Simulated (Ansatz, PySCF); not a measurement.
This Ansatz (a first-principles code) input computes a CAM-B3LYP/def2-TZVPD energy:

Ansatz 0.2 input:
```yaml
crystal:
  periodic: [false, false, false]
  atoms:
    - {symbol: Na, position_ang: [-0.00000000, -0.00000000, -1.43481058]}
    - {symbol: Cl, position_ang: [0.00000000, 0.00000000, 0.92840684]}
basis:
  gaussian:
    orbitals: def2-TZVPD
hamiltonian:
  xc: {name: CAM-B3LYP}
output: {forces: true}
```

**Question.** Write an input for the same energy in PySCF and say what it gives.

**Answer.** 
```python
from pyscf import gto, scf, dft

mol = gto.M(
    atom='''
    Na   -0.00000000   -0.00000000   -1.43481058
    Cl    0.00000000    0.00000000    0.92840684
    ''',
    basis='def2-tzvpd',
    charge=0,
    spin=0,
    verbose=4,
)

mf = dft.RKS(mol, xc='camb3lyp').density_fit(auxbasis='def2-universal-jkfit')
mf.grids.level = 3
mf.conv_tol = 1e-9
mf.max_cycle = 100
mf.max_memory = 1500
mf.kernel()
if not mf.converged:
    mf = mf.newton()
    mf.kernel(mf.make_rdm1())
mf.analyze()
```
It gives -622.58368 Eh, and Ansatz -622.58364 Eh, a difference of 0.04 mEh, from the treatment of integrals and grids.
